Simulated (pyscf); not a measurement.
Structures and frequencies: ωB97X-D3(BJ)/def2-SVP in PySCF. Correlated levels are frozen-core, on RHF or UHF. ΔMP2 is the change of the MP2 total energy from the triple- to the quadruple-zeta basis.

### Question
H₂N–Al(Cl)–Cl (SMILES [NH2][Al]([Cl])[Cl]) + H• (SMILES [H]) → [H₂N–Al–Cl]• (SMILES [NH2][Al][Cl]) + HCl (SMILES Cl)
Surface: doublet. Broken: Al–Cl. Formed: Cl–H. Give ΔE‡ and ΔE from CCSD(T)/def2-TZVPP + ΔMP2(QZVPP), relative to the separated reactants.

### Answer
ΔE‡ = 24.4 kcal/mol, ΔE = +13.4 kcal/mol. Zero-point energy shifts the barrier by +0.7 kcal/mol. It is an atom transfer, with an imaginary mode of 1031i cm⁻¹. On the product side the descent ends in a complex, 5.3 kcal/mol under the separated species and 15.0 kcal/mol under the saddle at ωB97X-D3(BJ)/def2-TZVP. At ωB97X-D3(BJ)/def2-TZVP the barrier from the zero used here is 27.3 kcal/mol. This is the saddle that the search found; another between the same sides may lie lower. The angle at the transferred Cl is 147°. The CCSD(T) − MP2 part came from Ansatz, without density fitting, on the same reference.
